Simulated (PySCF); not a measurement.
Ionisation energy of Ne by level of theory

Ne [Ne] (1S) → Ne⁺ [He] 2s2 2p5 (2P), as a difference of total energies. Computed with PySCF 2.14 in ANO-RCC-VTZP, with the spin-free X2C one-electron Hamiltonian (Gaussian nucleus). Correlated levels: valence: 1s2 frozen; valence and next inner shell: nothing frozen. The calculations carry no spin-orbit coupling.

```json
{"method": "UHF", "ionisation energy (eV)": "19.656"}
{"method": "LDA", "ionisation energy (eV)": "22.184"}
{"method": "PBE", "ionisation energy (eV)": "21.613"}
{"method": "PBE0", "ionisation energy (eV)": "21.424"}
{"method": "r2SCAN", "ionisation energy (eV)": "21.475"}
{"method": "TPSSh", "ionisation energy (eV)": "21.412"}
{"method": "wB97M-V", "ionisation energy (eV)": "21.375"}
{"method": "HSE06", "ionisation energy (eV)": "21.430"}
{"method": "wB97X-V", "ionisation energy (eV)": "21.475"}
{"method": "MP2 (valence)", "ionisation energy (eV)": "21.592"}
{"method": "SCS-MP2 (valence)", "ionisation energy (eV)": "21.442"}
{"method": "MP2 (valence and next inner shell)", "ionisation energy (eV)": "21.603"}
{"method": "SCS-MP2 (valence and next inner shell)", "ionisation energy (eV)": "21.447"}
```

Task: How much does correlation contribute at MP2 (valence and next inner shell)?

Result: 21.603 − (19.656) = 1.947 eV, measured against UHF.

Errors of the correlated levels include the incompleteness of this basis and the frozen core.

For comparison: 21.597 eV (measured; NIST levels, between the centres of gravity of the two terms).
